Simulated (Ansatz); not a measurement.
in.yaml

```yaml
crystal:
  periodic: [false, false, false]
  atoms:
    - {symbol: Si, position_ang: [0.000000, -0.066010, 1.277710]}
    - {symbol: Al, position_ang: [0.000000, 0.014356, -1.367591]}
    - {symbol: H, position_ang: [0.000000, 1.455013, 1.006599]}
basis:
  gaussian: {orbitals: 6-31G}
correlation: {method: sc_nevpt2, electrons: outside_noble_gas, active_space: {window: {electrons: 6, orbitals: 4}}}
output: {forces: true}
```

```sh
$ ansatz run in.yaml --threads 1 --pin off --events-out ev --progress --plain --max-ram 2393MiB
```

Output:

```
310 factors; integrals over basis functions are off by at most 2.1e-4 eV
mean field evaluation 1: about -14454.2822 eV, gradient 1.1e1 eV
mean field evaluation 2: about -14454.2833 eV, gradient 1.1e1 eV
mean field evaluation 4: about -14455.4058 eV, gradient 1.1e0 eV
mean field evaluation 8: about -14455.4223 eV, gradient 4.9e-3 eV
mean field evaluation 16: about -14456.2937 eV, gradient 3.2e0 eV
mean field evaluation 32: about -14455.4222 eV, gradient 5.8e-2 eV
mean field evaluation 64: about -14455.4223 eV, gradient 5.3e-2 eV
mean field evaluation 96: about -14456.4009 eV, gradient 1.8e-1 eV
mean field -14456.40210675 eV, -531.2629785217 hartree, gradient 1.7e-6 eV, S^2 0.000000; 10 other end points of the search recorded, 0 dependent functions left out; unrestricted orbitals would lower it
reference -14456.40210675 eV, -531.2629785217 hartree; 14, 14 occupied and 14, 14 virtual orbitals, 310 factors
state -14456.86465364 eV, -531.2799768063 hartree
state -14456.86465364 eV, -531.2799768063 hartree; corrected -14458.08878250 eV, -531.3249627121 hartree
state -14456.75591622 eV, -531.2759807799 hartree
state -14456.75591622 eV, -531.2759807799 hartree; corrected -14458.06250197 eV, -531.3239969207 hartree
state -14456.86465364 eV, -531.2799768063 hartree; corrected -14458.08878250 eV, -531.3249627121 hartree
the calculation of the forces begins
Total energy: -14458.08878250 eV, -531.3249627121 hartree
Atom 0 at     0.000000    -0.066010     1.277710 Å, force    -0.000000    -0.779900     0.593001 eV/Å
Atom 1 at     0.000000     0.014356    -1.367591 Å, force    -0.000000    -0.060513    -0.579039 eV/Å
Atom 2 at     0.000000     1.455013     1.006599 Å, force    -0.000000     0.840413    -0.013962 eV/Å
Dipole moment:     0.000000    -0.006428    -0.248197 e Å
```

Forces (eV/Å):
```
Si   0.000 -0.780  0.593
Al   0.000 -0.061 -0.579
H    0.000  0.840 -0.014
```

Ran on 1 thread of Intel Xeon 6975P-C, shared host: 0.81 s wall, 0.14 GiB peak host memory.
